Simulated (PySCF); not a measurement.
# H3NO: the SCF solver's settings

Aim: find out which solver settings change the answer for H3NO.

Computed with PySCF 2.14.0. Level: each script names its method and basis.

1 further run of the same task is left out (it didn't finish).

## 1. The starting structure

H3NO: 5 atoms, charge 0, spin multiplicity 1.

Bond lengths: N1–O2 1.338 Å, N1–H3 1.034 Å, N1–H4 1.034 Å, N1–H5 1.034 Å. Angles: O2–N1–H3 113.4°, O2–N1–H4 113.4°, O2–N1–H5 113.4°, H3–N1–H4 105.2°, H3–N1–H5 105.2°, H4–N1–H5 105.2°.

## 2. Base script

input.py

```python
from pyscf import gto, scf, mcscf

mol = gto.M(
    atom='N 0 0.4982 0.3525; O 0 -0.5938 -0.4201; H 0.8218 0.5599 0.9774; H -0.8218 0.5599 0.9774; H 0 1.382 -0.1845',
    basis='ano-rcc-vdzp',
    charge=0,
    spin=0,
    symmetry=True,
    verbose=4,
)
mf = scf.RHF(mol)
mf = mf.sfx2c1e()
mf.kernel()
mc = mcscf.CASSCF(mf, 2, 2)
mc.kernel()
mc.analyze()
mf.dip_moment()
print('orbital energies (hartree):', mf.mo_energy[..., max(0, mol.nelec[1]-3):mol.nelec[0]+3].round(4))
```

Launch:

```
> OMP_NUM_THREADS=1 python input.py
```

The log of this run is left out.

Base result: E(SCF) = -131.080706 Eh, 9 cycles, E(CAS) − E(SCF) = -0.00090 Eh, μ = 5.67 D (of the SCF density).

## 3. Convergence threshold 1e-16 hartree

Variant 1 changes convergence threshold: default → 1e-16 hartree.

input.py

```python
from pyscf import gto, scf, mcscf

mol = gto.M(
    atom='N 0 0.4982 0.3525; O 0 -0.5938 -0.4201; H 0.8218 0.5599 0.9774; H -0.8218 0.5599 0.9774; H 0 1.382 -0.1845',
    basis='ano-rcc-vdzp',
    charge=0,
    spin=0,
    symmetry=True,
    verbose=4,
)
mf = scf.RHF(mol)
mf = mf.sfx2c1e()
mf.conv_tol = 1e-16
mf.kernel()
mc = mcscf.CASSCF(mf, 2, 2)
mc.kernel()
mc.analyze()
mf.dip_moment()
print('orbital energies (hartree):', mf.mo_energy[..., max(0, mol.nelec[1]-3):mol.nelec[0]+3].round(4))
```

Launch:

```
> OMP_NUM_THREADS=1 python input.py
```

## 4. Second-order solver on

Variant 2 changes second-order solver: off → on.

Changes to input.py since step 2:

```diff
@@ -12,2 +12,3 @@
 mf = mf.sfx2c1e()
+mf = mf.newton()
 mf.kernel()
```

## 5. DIIS space off

Variant 3 changes DIIS space: default → off.

Changes to input.py since step 2:

```diff
@@ -12,2 +12,3 @@
 mf = mf.sfx2c1e()
+mf.diis = False
 mf.kernel()
```

## 6. DIIS space 12

Variant 4 changes DIIS space: default → 12.

Changes to input.py since step 2:

```diff
@@ -12,2 +12,3 @@
 mf = mf.sfx2c1e()
+mf.diis_space = 12
 mf.kernel()
```

## 7. Damping 0.2

Variant 5 changes damping: none → 0.2.

Changes to input.py since step 2:

```diff
@@ -12,2 +12,4 @@
 mf = mf.sfx2c1e()
+mf.damp = 0.2
+mf.diis_start_cycle = 8
 mf.kernel()
```

## 8. Damping 0.5

Variant 6 changes damping: none → 0.5.

Changes to input.py since step 2:

```diff
@@ -12,2 +12,4 @@
 mf = mf.sfx2c1e()
+mf.damp = 0.5
+mf.diis_start_cycle = 8
 mf.kernel()
```

What does the calculation give? Wanted: for each run, E(SCF); from base; gap; SCF dipole; after the SCF.

As calculated:

```csv
run,E(SCF) (hartree),from base (eV),cycles,gap (eV),SCF dipole (D),after the SCF
base,-131.080706,0,9,12.16,5.67,CASSCF correlation -0.025 eV
convergence threshold 1e-16 hartree,-131.080706,0.0000,28,12.16,5.67,CASSCF correlation -0.025 eV
second-order solver on,-131.080706,0.0000,3 macro,12.16,5.67,CASSCF correlation -0.025 eV
DIIS space off,-131.080706,0.0000,33,12.16,5.67,CASSCF correlation -0.025 eV
DIIS space 12,-131.080706,0.0000,9,12.16,5.67,CASSCF correlation -0.025 eV
damping 0.2,-131.080706,0.0000,12,12.16,5.67,CASSCF correlation -0.025 eV
damping 0.5,-131.080706,0.0000,12,12.16,5.67,CASSCF correlation -0.025 eV
```

Distance from each run's final energy (log10 hartree) by cycle:

```csv
run,cycle 1,cycle 2,cycle 3,cycle 5,cycle 8,cycle 12
base,-0.8,-1.1,-2.9,-4.5,-9.2,done
convergence threshold 1e-16 hartree,-0.8,-1.1,-2.9,-4.5,-9.2,< -11
second-order solver on,-2.9,< -11,< -11,done,done,done
DIIS space off,-0.8,-1.1,-1.4,-2.0,-2.8,-3.9
DIIS space 12,-0.8,-1.1,-2.9,-4.5,-9.2,done
damping 0.2,-0.8,-1.6,-2.3,-3.7,-5.4,< -11
damping 0.5,-0.8,-2.0,-2.4,-3.1,-4.4,-10.0
```

With convergence threshold 1e-16 hartree or second-order solver on or DIIS space off or DIIS space 12 or damping 0.2 or damping 0.5 the SCF ends at the base energy. The base needs 9 cycles and the run with DIIS space off needs 33. The cycles with DIIS space 12 repeat those of the base digit for digit, so the setting never acted.
